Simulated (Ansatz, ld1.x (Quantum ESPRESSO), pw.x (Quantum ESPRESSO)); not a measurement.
**tantalum (Ta): one change to the TM potential, in the atom and in the bcc crystal**

```json
{
 "Element": "tantalum (Ta)",
 "Generator": "ld1.x (Quantum ESPRESSO) 7.5",
 "Type": "norm-conserving Troullier–Martins (Kleinman–Bylander form)",
 "Functional": "PBE",
 "Relativity": "scalar-relativistic",
 "Frozen core": "[Xe] 4f14",
 "Valence charge": "5",
 "Reference configuration": "5d3 6s2 6p0",
 "Partial waves": "6p (bound, empty): rc 3.40 bohr; 5d (bound): rc 2.10 bohr; 6s (bound): rc 2.20 bohr",
 "Local potential": "the s channel",
 "Core correction": "none"
}
```

Change: all radii scaled by about 1.27 (s 2.80, p 4.32, d 2.68 bohr).

Cutoffs, loose and tight: the cutoffs (Ry, on a coarse ladder) from which the occupation-weighted sum of valence levels, in a spherical-Bessel basis at the reference potential, stays within 10 and 1 mRy of its value at 400 Ry. They do not see the model core or the augmentation charge, which bear on the density cutoff. Test errors are all-electron minus pseudo excitation energies from the reference, over the configurations 5d3 6s1 6p0; 5d3 6s0 6p0; 5d2 6s0 6p0; 5d3.5 6s1.5 6p0; 5d4 6s0 6p0; 5d3 6s1.5 6p0; 5d3 6s0 6p1; variants that change the core or the reference have their own tests.

Crystal test: bcc Ta in pw.x 7.5, no spin, 14³ k-points, Fermi–Dirac smearing 0.01 Ry, cutoffs set for each file from its atomic test. The reference is all-electron LAPW (Ansatz 0.2.0) with the same functional, mesh and smearing; V0 and B0 come from Birch–Murnaghan fits to the pressures at five volumes. Errors are pseudo minus all-electron; Δ is the rms difference of the E(V) curves that follow from these fits, minima aligned, over ±6 % about the mean V0. Mesh and smearing are coarse, so the numbers serve the comparison and aren't converged zero-temperature values; the lattice is a test structure that the element need not adopt.

All-electron: a0 = 3.321 Å (V0 = 18.31 Å³/atom), B0 = 193.2 GPa.

Does the change bring the crystal closer to the all-electron result?

The mean pressure error goes from +5.21 to +9.38 GPa, so the change moves the solid further from the all-electron pressures.

| quantity | base | changed |
| --- | --- | --- |
| outcome (atom) | generated | generated |
| cutoff, loose (atom) | 30 Ry | 25 Ry |
| cutoff, tight (atom) | 35 Ry | 30 Ry |
| bound ghosts (atom) | none | none |
| largest test error (meV) (atom) | +133 | +144 |
| cutoffs in pw.x (Ry) | 45/180 | 40/160 |
| a0 (Å) | 3.350 | – |
| a0 error (%) | +0.89 | – |
| B0 error (%) | -4.6 | – |
| Δ (meV/atom) | 20.2 | – |
| mean pressure error (GPa) | +5.21 | +9.38 |

A dash: not determined, or the minimum lies outside the volumes sampled.

Base: The largest radius (3.40 bohr) exceeds half the bond length (2.71 bohr), so the spheres overlap, which is one possible source of error among others. This is a poor potential for the solid. Changed file: The largest radius (4.32 bohr) exceeds half the bond length (2.71 bohr), so the spheres overlap, which is one possible source of error among others. This is a poor potential for the solid. The atomic cutoffs weigh occupied waves only.
